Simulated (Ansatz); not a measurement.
C3H6OS can be A, `CCC(=O)S`, or B, `COCC=S`.

Isolated molecules relaxed with PBE0-D4/def2-TZVP in Ansatz; ΔE leaves out vibrations. CCSD(T)/CBS adds triple-zeta CCSD(T) − MP2 to the extrapolated MP2 energy (def2 sets, frozen cores). DFT in def2-TZVPP. B3LYP here is the variant with VWN-RPA as its local correlation; programs differ in this. One conformer a species, not always the lowest.

(1) Which is lower in electronic energy at CCSD(T)/CBS, and by how much? (An estimate is asked.)

(2) Give E(B) − E(A) in kcal/mol with ωB97M-V, HF/def2-TZVPP, CCSD(T)/def2-TZVPP, PBE-D4, B2PLYP, B3LYP, B3LYP-D4. (Estimate.)

Largest T1 diagnostic: 0.014.

Results:

(1) The calculation gave: A, by 34.7 kcal/mol.

(2) The calculation gave: ωB97M-V 36.2, HF/def2-TZVPP 34.5, CCSD(T)/def2-TZVPP 34.6, PBE-D4 38.6, B2PLYP 36.0, B3LYP 35.8, B3LYP-D4 36.2. None reverses the order clearly.

From PBE to PBE0 (25 % exact exchange), in def2-TZVPP and without D4, E(B) − E(A) moves by −0.7 kcal/mol.
